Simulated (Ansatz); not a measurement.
# H8SSi2: the cost of one run

All numbers below are computed with Ansatz 0.2.0 (UKS PBE0/def2-SVP).

### Step 1. The starting structure

Bond lengths: Si1–Si2 2.604 Å, Si1–H3 1.460 Å, Si1–H4 1.493 Å, Si1–H5 1.465 Å, Si1–S7 2.521 Å, Si2–H8 1.474 Å, Si2–H9 1.466 Å, Si2–H10 1.470 Å, S7–H11 1.324 Å. Angles (14 of 17 angles, heavy atoms first): Si2–Si1–S7 89.2°, Si1–Si2–H8 84.6°, Si1–Si2–H9 146.2°, Si1–Si2–H10 103.5°, Si2–Si1–H3 83.8°, Si2–Si1–H4 172.7°, Si2–Si1–H5 77.1°, H3–Si1–S7 97.2°, H4–Si1–S7 97.2°, H5–Si1–S7 103.0°, Si1–S7–H11 94.1°, H8–Si2–H9 103.3°, H8–Si2–H10 104.6°, H9–Si2–H10 106.0°.

Structure file:

```xyz
11

Si   -1.1476   -0.3982    0.2437
Si    0.7487    0.8769   -1.0042
H    -1.2267   -1.1704   -0.9930
H    -2.3355   -0.9671    0.9459
H    -1.0731    0.8713    0.9706
H     1.0224   -0.5654    0.1554
S     0.6008   -1.8091    1.3867
H    -0.3047    1.1996   -1.9840
H     1.9539    0.7636   -1.8304
H     0.9112    2.1077   -0.2164
H     0.8506   -0.9088    2.3255
```

### Step 2. A restrained relaxation towards end A

Springs on the bonds that form and break draw the guess towards this end; the thresholds are loose.

Input file input.yaml:

```yaml
crystal:
  periodic: [false, false, false]
  atoms:
    - { symbol: Si, position_ang: [-1.1476, -0.3982, 0.2437] }
    - { symbol: Si, position_ang: [0.7487, 0.8769, -1.0042] }
    - { symbol: H, position_ang: [-1.2267, -1.1704, -0.993] }
    - { symbol: H, position_ang: [-2.3355, -0.9671, 0.9459] }
    - { symbol: H, position_ang: [-1.0731, 0.8713, 0.9706] }
    - { symbol: H, position_ang: [1.0224, -0.5654, 0.1554] }
    - { symbol: S, position_ang: [0.6008, -1.8091, 1.3867] }
    - { symbol: H, position_ang: [-0.3047, 1.1996, -1.984] }
    - { symbol: H, position_ang: [1.9539, 0.7636, -1.8304] }
    - { symbol: H, position_ang: [0.9112, 2.1077, -0.2164] }
    - { symbol: H, position_ang: [0.8506, -0.9088, 2.3255] }
magnetization:
  spin_polarized: true
basis:
  gaussian: { orbitals: def2-SVP }
hamiltonian:
  xc: pbe0
relax:
  f_tol: 0.15
  max_steps: 25
  restrain:
    - { distance: [0, 6], at: 3.46, k: 30.0 }
    - { distance: [5, 1], at: 2.72, k: 30.0 }
    - { distance: [0, 1], at: 2.22, k: 30.0 }
    - { distance: [5, 6], at: 1.36, k: 30.0 }
```

Run with:

```bash
$ ansatz run input.yaml --threads 2 --pin off --max-ram 3072MiB --backend cpu --events-out ev --progress --plain --runs-dir out
```

**Question.** How long does this run take on 2 threads of Arm Neoverse V2, shared host, and how much memory does it need?

About 49 s, with a peak of 0.27 GiB.
